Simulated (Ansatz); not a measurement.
NH₃ + `[AlH3]` → `[NH3+][AlH3-]`  (adduct formation)

Program: Ansatz. Geometries: PBE0-D4/def2-TZVP. ΔE: electronic, gas phase. CBS: MP2 limit from def2 TZ/QZ plus the TZ coupled-cluster correction, frozen cores. This one scheme is used for every species. Functionals use def2-TZVPP. B3LYP here is the variant with VWN-RPA as its local correlation; programs differ in this. HSE06 is defined as in plane-wave codes.

```
             level  ΔE (kJ/mol)  difference from CCSD(T)/CBS
            PBE-D4       -127.7                         -3.1
            B97M-V       -131.5                         -6.9
          HSE06-D4       -131.5                         -6.9
           ωB97X-V       -128.8                         -4.2
            B2PLYP       -120.5                          4.1
               PBE       -122.5                          2.1
             B3LYP       -114.4                         10.2
           r2SCANh       -133.5                         -8.9
           r2SCAN0       -134.5                         -9.9
             BHLYP       -122.2                          2.4
       HF/def2-SVP       -127.3                         -2.7
      MP2/def2-SVP       -145.3                        -20.7
    MP2/def2-TZVPP       -127.1                         -2.5
   CCSD/def2-TZVPP       -124.4                          0.2
     HF/def2-QZVPP       -111.4                         13.2
SCS-MP2/def2-QZVPP       -121.1                          3.5
       CCSD(T)/CBS       -124.6                            0
```

Largest T1 diagnostic among the species: 0.008.

Leaving LDA and LC-ωPBE aside and taking each functional with its dispersion term where it has one, the values, not all of them listed here, spread over 18.9 kJ/mol, from r2SCAN0-D4 to BLYP-D4. LDA lies −30.0 kJ/mol from PBE without D4. In def2-TZVPP, CCSD(T) changes the Hartree–Fock value by −13.8 kJ/mol (the triples alone add −2.2 kJ/mol) and MP2 by −14.4 kJ/mol.
